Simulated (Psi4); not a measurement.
# [NO2]− (nitrite) at M06-L/def2-TZVPPD

Aim: the vertical singlet–triplet gap of [NO2]− (nitrite) at M06-L/def2-TZVPPD, from 2 runs. Input form: a QCSchema input.

The calculation is run with Psi4 1.11.

## Step 1: The molecule

The species is [NO2]− (3 atoms), meant as a singlet with charge -1. SMILES: `O=N[O-]`. The shape is that of a PBE0-D4/def2-TZVPD optimisation.

Bond lengths: O1–N2 1.245 Å, N2–O3 1.245 Å. Angles: O1–N2–O3 116.8°.

## Step 2: Energy and forces at M06-L/def2-TZVPPD

The input, input.json:

```json
{
 "schema_name": "qcschema_input",
 "schema_version": 1,
 "molecule": {
  "schema_name": "qcschema_molecule",
  "schema_version": 2,
  "symbols": ["O", "N", "O"],
  "geometry": [0.61007918, 1.87583664, 0.54352303, 0.61557829, -0.46373879, 0.28721947, -1.22565747, -1.41211674, -0.8307425],
  "molecular_charge": -1,
  "molecular_multiplicity": 1,
  "fix_symmetry": "c1",
  "fix_com": true,
  "fix_orientation": true
 },
 "driver": "gradient",
 "model": {
  "method": "m06-l",
  "basis": "def2-TZVPPD"
 },
 "keywords": {
  "reference": "rks",
  "puream": true,
  "e_convergence": 1e-09,
  "d_convergence": 1e-08,
  "scf_type": "pk",
  "dft_radial_points": 99,
  "dft_spherical_points": 590,
  "scf_properties": ["MULLIKEN_CHARGES", "MAYER_INDICES", "WIBERG_LOWDIN_INDICES"]
 }
}
```

The run is started by

```bash
$ psi4 --qcschema input.json -n 1 --memory 2200MB
```

stdout:

```text
[...]
  Running in c1 symmetry.
[...]
  Nuclear repulsion =   63.552463687513523
[...]
  Multiplicity = 1
[...]
  Nalpha       = 12
  Nbeta        = 12
[...]
    Number of basis functions: 117
[...]
   @RKS iter   1:  -205.00344045415380   -2.73574e-01   6.20845e-03 DIIS/ADIIS
[...]
   @RKS iter  13:  -205.20821917711390   -7.53175e-12   4.73347e-09 DIIS
[...]
    Orbital Energies [Eh]
    ---------------------
    Doubly Occupied:
       1A    -18.723297     2A    -18.723295     3A    -14.056514
       4A     -0.884592     5A     -0.719828     6A     -0.330879
       7A     -0.198451     8A     -0.188024     9A     -0.174945
      10A     -0.022977    11A      0.011991    12A      0.055898
[...]
  @RKS Final Energy:  -205.20821917711390
   => Energetics <=
    Nuclear Repulsion Energy =             63.5524636875135229
    One-Electron Energy =                -413.9475526008087627
    Two-Electron Energy =                 169.3998751323628937
    DFT Exchange-Correlation Energy =     -24.2130053961815506
    Empirical Dispersion Energy =           0.0000000000000000
    VV10 Nonlocal Energy =                  0.0000000000000000
    Total Energy =                       -205.2082191771139037
[...]
 Multipole Moments:
 ------------------------------------------------------------------------------------
     Multipole            Electronic (a.u.)      Nuclear  (a.u.)        Total (a.u.)
 ------------------------------------------------------------------------------------
 L = 1.  Multiply by 2.5417464519 to convert [e a0] to [Debye]
 Dipole X            :          0.7370308           -0.6155783            0.1214525
 Dipole Y            :         -0.5550475            0.4635877           -0.0914598
 Dipole Z            :          0.3438904           -0.2872195            0.0566709
 Magnitude           :                                                    0.1622566
[...]
  Mulliken Charges: (a.u.)
   Center  Symbol    Alpha    Beta     Spin     Total
       1     O     4.25191  4.25191  0.00000 -0.50381
       2     N     3.49619  3.49619  0.00000  0.00761
       3     O     4.25190  4.25190  0.00000 -0.50380
   Total alpha = 12.00000, Total beta = 12.00000, Total charge = -1.00000
  Mayer Bond Indices:
[...]
  -Total Gradient:
     Atom            X                  Y                   Z
    ------   -----------------  -----------------  -----------------
       1        0.000493371978    -0.014307641092    -0.001314522613
       2       -0.011924174660     0.008989409229    -0.005562908012
       3        0.011442364898     0.005309526248     0.006882825881
[...]
```

The result, in JSON:

```text
{
 "driver": "gradient",
 "model": {
  "method": "m06-l",
  "basis": "def2-TZVPPD"
 },
 "success": true,
 "return_result": [0.0004933719782648401, -0.014307641091574341, -0.0013145226125211365, -0.011924174659656006, 0.00898940922874547, -0.0055629080116804674, 0.011442364897607638, 0.005309526247906676, 0.006882825880728111],
 "properties": {
  "calcinfo_nbasis": 117,
  "calcinfo_nmo": 117,
  "calcinfo_nalpha": 12,
  "calcinfo_nbeta": 12,
  "calcinfo_natom": 3,
  "nuclear_repulsion_energy": 63.55246368751352,
  "return_energy": -205.2082191771139,
  "return_gradient": [0.0004933719782648401, -0.014307641091574341, -0.0013145226125211365, -0.011924174659656006, 0.00898940922874547, -0.0055629080116804674, 0.011442364897607638, 0.005309526247906676, 0.006882825880728111],
  "scf_one_electron_energy": -413.94755260080876,
  "scf_two_electron_energy": 169.3998751323629,
  "scf_xc_energy": -24.21300539618155,
  "scf_dipole_moment": [0.12145249036973582, -0.09145984467970436, 0.0566709252760616],
  "scf_total_energy": -205.2082191771139,
  "scf_total_gradient": [0.0004933719782648401, -0.014307641091574341, -0.0013145226125211365, -0.011924174659656006, 0.00898940922874547, -0.0055629080116804674, 0.011442364897607638, 0.005309526247906676, 0.006882825880728111],
  "scf_iterations": 13
 }
}
```

Run time: 34 s. Hardware: 1 thread of AMD EPYC 7R43 (Zen 3), shared host; peak memory 0.69 GiB.

## Step 3: The triplet at the same level

The input, no2.json:

```json
{
 "schema_name": "qcschema_input",
 "schema_version": 1,
 "molecule": {
  "schema_name": "qcschema_molecule",
  "schema_version": 2,
  "symbols": ["O", "N", "O"],
  "geometry": [0.61007918, 1.87583664, 0.54352303, 0.61557829, -0.46373879, 0.28721947, -1.22565747, -1.41211674, -0.8307425],
  "molecular_charge": -1,
  "molecular_multiplicity": 3,
  "fix_symmetry": "c1",
  "fix_com": true,
  "fix_orientation": true
 },
 "driver": "gradient",
 "model": {
  "method": "m06-l",
  "basis": "def2-TZVPPD"
 },
 "keywords": {
  "reference": "uks",
  "puream": true,
  "e_convergence": 1e-09,
  "d_convergence": 1e-08,
  "scf_type": "pk",
  "dft_radial_points": 99,
  "dft_spherical_points": 590,
  "maxiter": 100
 }
}
```

The run is started by

```bash
$ psi4 --qcschema no2.json -n 1 --memory 2200MB
```

stdout:

```text
[...]
  Running in c1 symmetry.
[...]
  Nuclear repulsion =   63.552463687513523
[...]
  Multiplicity = 3
[...]
  Nalpha       = 13
  Nbeta        = 11
[...]
    Number of basis functions: 117
[...]
   @UKS iter   1:  -204.93116424595152   -2.01298e-01   5.82993e-03 ADIIS/DIIS
[...]
   @UKS iter  13:  -205.12038593577000   -1.44667e-11   6.15113e-09 DIIS
[...]
   @S^2 Observed:                2.011970539E+00
[...]
    Orbital Energies [Eh]
    ---------------------
    Alpha Occupied:
       1A    -18.726749     2A    -18.726748     3A    -14.022868
       4A     -0.889967     5A     -0.731189     6A     -0.350420
       7A     -0.207699     8A     -0.197126     9A     -0.194243
      10A     -0.030966    11A     -0.005958    12A      0.018490
      13A      0.152129
    Alpha Virtual:
      14A      0.191059    15A      0.192863    16A      0.238106
      17A      0.247393    18A      0.256925    19A      0.265976
      20A      0.290923    21A      0.373735    22A      0.396915
      23A      0.496600    24A      0.517270    25A      0.542618
[...]
  @UKS Final Energy:  -205.12038593577000
   => Energetics <=
    Nuclear Repulsion Energy =             63.5524636875135229
    One-Electron Energy =                -414.0557281239681515
    Two-Electron Energy =                 169.6477612265158541
    DFT Exchange-Correlation Energy =     -24.2648827258312281
    Empirical Dispersion Energy =           0.0000000000000000
    VV10 Nonlocal Energy =                  0.0000000000000000
    Total Energy =                       -205.1203859357700026
  UHF NO Occupations:
  HONO-2 :   11  A 1.9980324
  HONO-1 :   12  A 1.0000000
[...]
 Multipole Moments:
 ------------------------------------------------------------------------------------
     Multipole            Electronic (a.u.)      Nuclear  (a.u.)        Total (a.u.)
 ------------------------------------------------------------------------------------
 L = 1.  Multiply by 2.5417464519 to convert [e a0] to [Debye]
 Dipole X            :          0.7421129           -0.6155783            0.1265346
 Dipole Y            :         -0.5588830            0.4635877           -0.0952953
 Dipole Z            :          0.3462609           -0.2872195            0.0590414
 Magnitude           :                                                    0.1690506
[...]
  -Total Gradient:
     Atom            X                  Y                   Z
    ------   -----------------  -----------------  -----------------
       1       -0.036305102421    -0.067761116421    -0.027481893833
       2       -0.002130551716     0.001612465830    -0.000993256013
       3        0.038449606007     0.066138144218     0.028481660016
[...]
```

The result, in JSON:

```text
{
 "driver": "gradient",
 "model": {
  "method": "m06-l",
  "basis": "def2-TZVPPD"
 },
 "success": true,
 "return_result": [-0.03630510242076206, -0.06776111642131755, -0.027481893833408585, -0.0021305517158689002, 0.0016124658300697425, -0.0009932560127011991, 0.03844960600669073, 0.06613814421808817, 0.028481660016394406],
 "properties": {
  "calcinfo_nbasis": 117,
  "calcinfo_nmo": 117,
  "calcinfo_nalpha": 13,
  "calcinfo_nbeta": 11,
  "calcinfo_natom": 3,
  "nuclear_repulsion_energy": 63.55246368751352,
  "return_energy": -205.12038593577,
  "return_gradient": [-0.03630510242076206, -0.06776111642131755, -0.027481893833408585, -0.0021305517158689002, 0.0016124658300697425, -0.0009932560127011991, 0.03844960600669073, 0.06613814421808817, 0.028481660016394406],
  "scf_one_electron_energy": -414.05572812396815,
  "scf_two_electron_energy": 169.64776122651585,
  "scf_xc_energy": -24.264882725831228,
  "scf_dipole_moment": [0.12653462283070804, -0.09529531949873782, 0.05904140167578786],
  "scf_total_energy": -205.12038593577,
  "scf_total_gradient": [-0.03630510242076206, -0.06776111642131755, -0.027481893833408585, -0.0021305517158689002, 0.0016124658300697425, -0.0009932560127011991, 0.03844960600669073, 0.06613814421808817, 0.028481660016394406],
  "scf_iterations": 13
 }
}
```

Run time: 51 s. Hardware: 1 thread of AMD EPYC 7R43 (Zen 3), shared host; peak memory 0.7 GiB.

## Step 4: Summary of results

Level: M06-L/def2-TZVPPD.

| quantity | value |
| --- | --- |
| singlet: total energy | -205.20822 Eh |
| singlet: HOMO energy | 1.52 eV |
| singlet: LUMO energy | 4.83 eV |
| singlet: HOMO–LUMO gap (to an unbound level, set by the basis) | 3.31 eV |
| singlet: largest force on an atom | 0.819 eV/Å |
| triplet: total energy | -205.12039 Eh |
| triplet: HOMO energy (highest over α and β) | 4.14 eV |
| triplet: ⟨S²⟩ | 2.012 |
| triplet: largest force on an atom | 4.198 eV/Å |
| vertical energy of the triplet above the singlet | 2.390 eV |

**Reading.** At this shape the triplet lies 2.39 eV (231 kJ/mol) above the singlet. The largest force (singlet) is 0.82 eV/Å: the shape isn't a stationary point for this species at this level. Mulliken charges (singlet) run from -0.50 on O1 to +0.01 on N2; in a basis this large or diffuse they mean little. The HOMO (singlet) lies at positive energy, 1.52 eV, from the functional's self-interaction, a short basis or an electron that isn't bound; only total energies against the neutral tell. The HOMO (triplet) lies at positive energy, 4.14 eV, from the functional's self-interaction, a short basis or an electron that isn't bound; only total energies against the neutral tell.
